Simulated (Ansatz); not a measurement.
Gas-phase electronic energies from Ansatz, PBE0-D4/def2-TZVP geometries. CBS: MP2 limit from def2 TZ/QZ plus the TZ coupled-cluster correction, frozen cores. Functionals use def2-TZVPP. B3LYP here is the variant with VWN-RPA as its local correlation; programs differ in this. Each species was taken in one conformer, which may not be the lowest.

Consider the isomerisation: `CSSCF` → `FCSCS`.

```json
{"level": "B3LYP-D4", "ΔE (kcal/mol)": "7.6"}
{"level": "ωB97M-V", "ΔE (kcal/mol)": "6.6"}
{"level": "r2SCAN", "ΔE (kcal/mol)": "7.7"}
{"level": "B3LYP", "ΔE (kcal/mol)": "7.7"}
{"level": "SCS-MP2/def2-TZVPP", "ΔE (kcal/mol)": "5.4"}
{"level": "SCS-MP2/def2-QZVPP", "ΔE (kcal/mol)": "6.0"}
{"level": "HF/CBS(def2)", "ΔE (kcal/mol)": "6.5"}
{"level": "MP2/CBS(def2)", "ΔE (kcal/mol)": "6.4"}
```

(1) What does CCSD(T)/CBS give? (An estimate is asked.)

Largest T1 diagnostic among the species: 0.012.

Results:

(1) The calculation gave: +6.2 kcal/mol. The listed levels differ from it by 1.4, 0.4, 1.5, 1.5, -0.8, -0.2, 0.3, 0.2 kcal/mol.

In def2-TZVPP, CCSD(T) changes the Hartree–Fock value by −1.1 kcal/mol (the triples alone add +0.1 kcal/mol) and MP2 by −1.0 kcal/mol.
